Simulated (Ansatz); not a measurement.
We consider BaCuTeF (P4/nmm, No. 129; cell taken from a computed entry), described by r²SCAN+SOC (plane waves, PAW; Ansatz, an electronic-structure program).

Numerical settings: plane-wave cutoff 560 eV, 8×8×4 k mesh (along the axes of the cell as run), Fermi–Dirac smearing 0.01 eV, PAW data made under PBE.

Cell (relaxed with PBEsol):

BaCuFTe is taken in the tetragonal space group P4/nmm, origin choice 1 (No. 129), Pearson symbol tP8. Conventional cell: a = 4.3596 Å, b = 4.3596 Å, c = 9.2729 Å, α = 90.00°, β = 90.00°, γ = 90.00°. Ba on 2c is coordinated by 4 F at 2.629 Å and 4 Te at 3.508 Å and 2 Te at 4.615–4.658 Å. Cu on 2a has 4 Te at 2.641 Å (tetrahedral). Te on 2c has 4 Cu at 2.641 Å and 4 Ba at 3.508 Å and 2 Ba at 4.615–4.658 Å. F on 2b has 4 Ba at 2.629 Å (tetrahedral). (Neighbours: up to the widest gap in distance over summed covalent radii, below 1.35, at either atom; cation-cation and far metal-metal contacts left out.)

Problem. Estimate the band gap that the calculation returns.

Solution. 
* **band gap**: 1.00 eV (direct)

Note: cell and atoms aren't relaxed at this level (largest force component 0.10 eV/Å, pressure 2.6 GPa).

Cost on a shared machine: about 40 core-minutes (a rough figure).
